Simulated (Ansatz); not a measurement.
# CH3Al (SMILES C[Al]): name the method

The species is CH3Al (5 atoms), meant as a singlet with charge 0. As SMILES, `C[Al]`. The coordinates come from a PBE0-D4/def2-TZVP relaxation.

| atom | x (Å) | y (Å) | z (Å) |
| --- | --- | --- | --- |
| C | -0.1312 | -0.0575 | 0.0540 |
| Al | 1.5727 | 0.6892 | -0.6472 |
| H | -0.2307 | -1.1275 | -0.1718 |
| H | -0.2051 | 0.0499 | 1.1443 |
| H | -1.0056 | 0.4458 | -0.3793 |

A calculation with Ansatz 0.2.0 gave:

- total energy: -278.1111 Eh
- HOMO energy: -3.92 eV
- LUMO energy: 9.91 eV
- HOMO–LUMO gap: 13.83 eV

Which of these levels gave the numbers?
A. HSE06/cc-pVTZ
B. B2PLYP/cc-pVTZ
C. B3LYP/6-31G* (spherical functions)
D. HF/STO-3G

D. The others give -282.1524 Eh (HSE06/cc-pVTZ), -282.3115 Eh (B3LYP/6-31G* (spherical functions)), -282.1729 Eh (B2PLYP/cc-pVTZ).
